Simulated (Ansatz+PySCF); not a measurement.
The numbers below are computed, except where a source is named.
This PySCF input gave a total energy of -7.97867 hartree.

```python
from pyscf import gto, scf

mol = gto.M(atom="""
Li 0.000000 0.000000 -0.399460
H 0.000000 0.000000 1.198380
""", basis='def2-svp', charge=0, spin=0)
mf = scf.RHF(mol)
mf.init_guess = 'atom'
mf.kernel()
while True:  # follow internal instabilities
    mo, _, stable, _ = mf.stability(return_status=True)
    if stable: break
    mf.kernel(mf.make_rdm1(mo, mf.mo_occ))
print(mf.converged, mf.e_tot, mf.spin_square()[0])
```

(1) Write an input for Ansatz with the same method and basis set.

## Answers

(1)

```yaml
crystal:
  periodic: [false, false, false]
  atoms:
    - { symbol: Li, position_ang: [0.0, 0.0, -0.39946] }
    - { symbol: H, position_ang: [0.0, 0.0, 1.19838] }
basis:
  gaussian: { orbitals: def2-SVP }
hamiltonian:
  xc: hf
```

Ansatz (development build ahead of 0.2.0) gave -7.97867 hartree, 0.00 meV from the first.
